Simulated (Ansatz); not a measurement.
hcp Be

These are PBEsol (PAW; Ansatz, a quantum-chemistry and plane-wave program) values and carry that method's errors.

Settings: plane-wave cutoff 500 eV, 26×26×1 k mesh (along the axes of the cell as run), Fermi–Dirac smearing 0.1 eV, scalar-relativistic PAW data made under PBE.

Cell: relaxed at this level.

* **surface energy of the (10-11) face**: 2.08 J/m²
* **work function of the (10-11) face**: 5.10 eV

The slab of 16 atoms is relaxed and unreconstructed.

Computing time: very roughly 8 core-minutes.
